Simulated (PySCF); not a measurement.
# N2 (SMILES N#N): PBE/STO-6G

What is the vertical singlet–triplet gap of N2 at PBE/STO-6G? 

The calculation is run with PySCF 2.14.0.

17 further runs of the same task are left out: 6 that didn't finish, 11 set aside as unsound or not needed.

## (1) The system as given

N2: 2 atoms, total charge 0, spin state singlet. As SMILES, `N#N`. The coordinates come from a PBE0-D4/def2-TZVP relaxation.

Bond lengths: N1–N2 1.090 Å.

## (2) The energy at PBE/STO-6G

job.py

```python
from pyscf import gto, dft

mol = gto.M(
    atom='''
N      0.465500    -0.150300     0.239800
N     -0.465500     0.150300    -0.239800
''',
    verbose=3,
    max_memory=1860,
    basis='sto-6g',
)

mf = dft.RKS(mol)
mf.xc = 'pbe'
mf.conv_tol = 1e-10
mf.grids.level = 5
mf.kernel()
if not mf.converged:
    mf = mf.newton().run(mf.mo_coeff, mf.mo_occ)

e_final = mf.e_tot
print('E(%s) = %.9f' % ('PBE', e_final))
```

Run with:

```bash
$ OMP_NUM_THREADS=1 python job.py
```

Standard output:

```text
converged SCF energy = -108.977938947739
E(PBE) = -108.977938948
```

Wall time 1.2 s (1 thread of Intel Xeon 6975P-C (Granite Rapids), shared host); peak memory 0.14 GiB.

## (3) The triplet at the same level

mol.xyz

```xyz
2

N      0.465500    -0.150300     0.239800
N     -0.465500     0.150300    -0.239800
```

run.py

```python
from pyscf import gto, dft

system = gto.M(
    atom='mol.xyz',
    verbose=3,
    spin=2,
    basis='sto-6g',
    charge=0,
    max_memory=1860,
)

mf = dft.UKS(system)
mf.xc = 'pbe'
mf.grids.level = 5
mf.conv_tol = 1e-10
mf.kernel()
if not mf.converged:
    mf = mf.newton().run(mf.mo_coeff, mf.mo_occ)

e_final = mf.e_tot
print('E = %.10f Eh' % e_final)
```

Run with:

```bash
$ OMP_NUM_THREADS=1 python run.py
```

Standard output:

```text
WARN: HOMO 0.0166628426114967 >= LUMO -0.321254411365981

WARN: HOMO -0.00599432765785346 >= LUMO -0.255235662616504

WARN: HOMO -0.00230567816714045 >= LUMO -0.253105315883227

WARN: HOMO -0.00231352711917132 >= LUMO -0.252855228554653

WARN: HOMO -0.0023139425932619 >= LUMO -0.252854084812037

WARN: HOMO -0.00231400901161483 >= LUMO -0.252854072654038

converged SCF energy = -108.705218920202  <S^2> = 2.0004939  2S+1 = 3.0003292
E = -108.7052189202 Eh
```

Run time: 1.4 s. Hardware: 1 thread of Intel Xeon 6975P-C (Granite Rapids), shared host; peak memory 0.15 GiB.

## (4) What came out

At PBE/STO-6G:

```
                                        quantity          value
                           singlet: total energy  -108.97794 Eh
                          singlet: dipole moment         0.00 D
                            singlet: HOMO energy       -7.91 eV
                            singlet: LUMO energy        0.05 eV
                          singlet: HOMO–LUMO gap        7.96 eV
                           triplet: total energy  -108.70522 Eh
                          triplet: dipole moment         0.00 D
     triplet: HOMO energy (highest over α and β)       -0.06 eV
                                   triplet: ⟨S²⟩          2.000
vertical energy of the triplet above the singlet       7.421 eV
```

At this shape the triplet lies 7.42 eV (171 kcal/mol) above the singlet. In a minimal basis such a difference can be off by several eV, whatever the method.
